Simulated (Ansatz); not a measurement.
A displaced shape of singlet Na₂:

```yaml
atoms:
  - { symbol: Na, position_ang: [0.0020, -0.0251, -1.5195] }
  - { symbol: Na, position_ang: [0.0330, -0.0371, 1.5571] }
```

It was optimised with HF/def2-SVP in Ansatz (development build ahead of 0.2.0) to forces under 0.001 eV/Å, with restricted orbitals. Each step stands on the lowest determinant of that kind that the program's search found.

Task: What shape does it relax to, and how does the optimisation go?

Result:

| atom | x (Å) | y (Å) | z (Å) |
| --- | --- | --- | --- |
| Na | 0.0012 | -0.0248 | -1.6014 |
| Na | 0.0339 | -0.0374 | 1.6390 |

Bond lengths: Na1–Na2 3.241 Å.

```
step  E − E(start) (eV)  largest force (eV/Å)
   1             0.0000                0.1897
   2            -0.0048                0.1541
   3            -0.0147                0.0163
   4            -0.0149                0.0017
   5            -0.0149                0.0000
```

The optimisation ended after 5 steps with its threshold met.
